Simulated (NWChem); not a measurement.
# ClNa

SMILES: [Na][Cl]
```xyz
2

Na     0.0000     0.0000    -1.4209
Cl     0.0000     0.0000     0.9194
```
Charge 0, spin multiplicity 1.

Everything below was run with NWChem. All single points use one geometry, from B3LYP/def2-SVP, a minimum by its harmonic frequencies.

Symmetry labels belong to the abelian group C2v used in the runs, with the axes of the coordinates shown; states degenerate in a higher group split over its labels.

B3LYP has NWChem's definition, with VWN1-RPA local correlation. The structure started from a generated list of species.

**Question.** List the lowest 4 singlet excitations that TD-B3LYP/def2-SVPD, VWN1-RPA local correlation gives, with oscillator strengths.

**Answer.** 
```csv
state,symmetry,energy (eV),wavelength (nm),f
1,b2,3.54,350,0.011
2,b1,3.54,350,0.011
3,a1,4.22,294,0.100
4,a1,5.50,225,0.000
```
